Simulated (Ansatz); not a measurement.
# CH6B (doublet): wB97M-V, B2PLYP, RPA-PBE over a scan of the distance B1–H4 along a hydrogen transfer, cc-pVDZ

The task here is to estimate one member of a computed series from the others.

Computed with Ansatz 0.2.0, Gaussian basis. Level: cc-pVDZ, all electrons in the functionals, frozen cores in the correlation of double hybrids and RPA.

The runs, in order: wB97M-V, B2PLYP, RPA-PBE, at 1.194 Å; 1.283 Å; 1.462 Å; 1.640 Å; 1.819 Å.

## The system

The geometry derives from fragments relaxed apart (PBE0/def2-TZVP) and kept rigid, so it is no stationary point. A hydrogen atom is moved between rigid fragments.

8 atoms, charge 0, spin multiplicity 2.

Atoms are counted from 1 here; the program's logs count them from 0.

Bond lengths: B1–H2 1.193 Å, B1–H3 1.193 Å, B1–H4 1.193 Å, C5–H6 1.080 Å, C5–H7 1.080 Å, C5–H8 1.080 Å. Angles: H2–B1–H3 120.0°, H2–B1–H4 120.0°, H3–B1–H4 120.0°, H6–C5–H7 120.0°, H6–C5–H8 120.0°, H7–C5–H8 120.0°.

No dispersion term is added; wB97M-V holds VV10 nonlocal correlation.

The geometry shown and the zero of energy belong to the point 1.194 Å. The yardstick, UCCSDT(Q), and other wave-function levels (R restricted, U unrestricted, valence and pair active spaces) come from earlier runs.

Set-up of the first run:

The input, in.yaml:

```yaml
crystal:
  periodic: [false, false, false]
  atoms:
    - {symbol: B, position_ang: [-1.514943, 0.000000, 0.000000]}
    - {symbol: H, position_ang: [-2.111677, 1.033572, 0.000000]}
    - {symbol: H, position_ang: [-2.111677, -1.033571, 0.000000]}
    - {symbol: H, position_ang: [-0.321478, 0.000000, 0.000000]}
    - {symbol: C, position_ang: [1.394057, 0.000000, 0.000000]}
    - {symbol: H, position_ang: [1.394057, -1.080022, 0.000000]}
    - {symbol: H, position_ang: [1.394057, 0.540011, 0.935327]}
    - {symbol: H, position_ang: [1.394057, 0.540011, -0.935327]}
basis:
  gaussian: {orbitals: cc-pVDZ}
magnetization: {spin_polarized: true, initial_magnetization: 1}
hamiltonian: {xc: {name: wB97M-V}}
output: {orbitals: {seedname: orbitals}}
```

Command:

```
$ ansatz run in.yaml --threads 1 --pin off --events-out ev --progress --plain --max-ram 2560MiB --backend cpu
```

Steps of the session up to this table: wB97M-V, 1.194 Å; wB97M-V, 1.283 Å; wB97M-V, 1.462 Å; wB97M-V, 1.640 Å; wB97M-V, 1.819 Å; B2PLYP, 1.194 Å; B2PLYP, 1.283 Å; B2PLYP, 1.462 Å; B2PLYP, 1.640 Å; B2PLYP, 1.819 Å; RPA-PBE, 1.194 Å; RPA-PBE, 1.283 Å; RPA-PBE, 1.462 Å; RPA-PBE, 1.640 Å; RPA-PBE, 1.819 Å.

One of the session's tables, all rows but one given; the rest of the session is left out.

```
    level  1.283 Å  1.462 Å  1.640 Å  1.819 Å
UCCSDT(Q)    0.101    0.473    0.645    0.759
  wB97M-V    0.092    0.427    0.571    0.677
   B2PLYP        ?        ?        ?        ?
  RPA-PBE    0.085    0.404    0.539    0.671
```

Q: Estimate the row for B2PLYP from the others.

**Answer.** 1.283 Å: 0.094; 1.462 Å: 0.442; 1.640 Å: 0.601; 1.819 Å: 0.718. In the column «1.283 Å» it lies between wB97M-V (0.092) and UCCSDT(Q) (0.101).

Limits of these values: Energies in eV, counted from 1.194 Å; blanks weren't run or aren't comparable.
